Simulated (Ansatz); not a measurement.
# C₅H₇F: up Jacob's ladder to CCSD(T)

The task here is to estimate one member of a computed series from the others.

Computed with Ansatz 0.2.0, Gaussian basis. Level: functionals in def2-TZVPP, the program's frozen cores in correlated methods.

The runs, in order: LDA (SPW92), PBE-D4, revPBE-D4, BLYP-D4, r2SCAN-D4, B97M-V, PBE0-D4, B3LYP-D4, r2SCANh-D4, r2SCAN0-D4, HSE06-D4, BHLYP-D4, CAM-B3LYP-D4, LC-ωPBE, ωB97X-V, ωB97M-V, B2PLYP, PBE-QIDH; CCSD(T)/def2-SVP; CCSD(T)/def2-TZVPP; MP2/def2-QZVPP; extrapolation to the limit; RPA on PBE.

## The relaxed structure

An earlier PBE0-D4 in a triple-zeta def2 set relaxation fixed the geometry.

SMILES `FC1C=CCC1`, 13 atoms, charge 0, spin multiplicity 1.

Atoms are counted from 1 here; the program's logs count them from 0.

Bond lengths: F1–C2 1.402 Å, C2–C3 1.495 Å, C2–C6 1.526 Å, C2–H7 1.093 Å, C3–C4 1.328 Å, C3–H8 1.083 Å, C4–C5 1.497 Å, C4–H9 1.084 Å, C5–C6 1.535 Å, C5–H10 1.096 Å, C5–H11 1.094 Å, C6–H12 1.092 Å, C6–H13 1.091 Å. Angles: F1–C2–C3 109.3°, F1–C2–C6 110.7°, F1–C2–H7 105.4°, C3–C2–C6 104.0°, C3–C2–H7 114.3°, C6–C2–H7 113.2°, C2–C3–C4 111.2°, C2–C3–H8 122.7°, C4–C3–H8 126.0°, C3–C4–C5 112.6°, C3–C4–H9 124.7°, C5–C4–H9 122.6°, C4–C5–C6 103.1°, C4–C5–H10 110.4°, C4–C5–H11 112.3°, C6–C5–H10 112.7°, C6–C5–H11 112.2°, H10–C5–H11 106.3° and more.

The first run:

in.yaml reads:

```yaml
crystal:
  periodic: [false, false, false]
  atoms:
    - {symbol: F, position_ang: [-0.345815, 2.079118, 0.706289]}
    - {symbol: C, position_ang: [-0.429951, 0.694675, 0.908446]}
    - {symbol: C, position_ang: [-1.344733, 0.100964, -0.113950]}
    - {symbol: C, position_ang: [-0.664319, -0.569871, -1.036674]}
    - {symbol: C, position_ang: [0.809330, -0.577426, -0.772879]}
    - {symbol: C, position_ang: [0.914573, 0.026021, 0.634892]}
    - {symbol: H, position_ang: [-0.768785, 0.572966, 1.940940]}
    - {symbol: H, position_ang: [-2.414021, 0.270869, -0.109962]}
    - {symbol: H, position_ang: [-1.105132, -1.044829, -1.906181]}
    - {symbol: H, position_ang: [1.334953, 0.017943, -1.527909]}
    - {symbol: H, position_ang: [1.234557, -1.583662, -0.824129]}
    - {symbol: H, position_ang: [1.073436, -0.766984, 1.368951]}
    - {symbol: H, position_ang: [1.726209, 0.745718, 0.747064]}
basis:
  gaussian: {orbitals: def2-TZVPP}
hamiltonian: {xc: lda}
output: {orbitals: {seedname: orbitals}}
```

On the command line:

```console
$ ansatz run in.yaml --threads 4 --pin off --events-out ev --progress --plain --max-ram 10444MiB
```

Among the steps run: LDA; PBE-D4 (GGA); revPBE-D4 (GGA); BLYP-D4 (GGA); r2SCAN-D4 (meta-GGA); B97M-V (meta-GGA); B3LYP-D4 (hybrid); r2SCANh-D4 (hybrid); r2SCAN0-D4 (hybrid); HSE06-D4 (hybrid); BHLYP-D4 (hybrid); CAM-B3LYP-D4 (range-separated); LC-ωPBE (range-separated); ωB97X-V (range-separated); ωB97M-V (range-separated); B2PLYP (double hybrid); PBE-QIDH (double hybrid).

One table of the session follows, with a row left open; its other results are not shown here.

It belongs to the step «Frontier levels by functional». 

```
  functional  HOMO (eV)  gap (eV)
 LDA (SPW92)      -6.61      5.31
      PBE-D4      -6.45      5.38
   revPBE-D4      -6.38      5.41
     BLYP-D4      -6.30      5.36
   r2SCAN-D4          ?         ?
      B97M-V      -6.66      5.90
     PBE0-D4      -7.59      7.56
    B3LYP-D4      -7.37      7.10
  r2SCANh-D4      -7.08      6.62
  r2SCAN0-D4      -7.72      7.83
    HSE06-D4      -7.18      6.78
    BHLYP-D4      -8.58      9.69
CAM-B3LYP-D4      -8.92     10.05
     LC-ωPBE     -10.31     12.63
     ωB97X-V      -9.92     12.16
     ωB97M-V      -9.83     11.93
```

**Question.** Estimate the row for r2SCAN-D4.

Worked estimate for «HOMO (eV)». Against the share of exact exchange, r2SCANh-D4 (0.1, -7.08), r2SCAN0-D4 (0.25, -7.72) give a slope of -4.27 per unit share; at 0 the line stands at -6.65.

The run gave: HOMO (eV): -6.65; gap (eV): 5.81. In «HOMO (eV)» the line misses by 0.00.
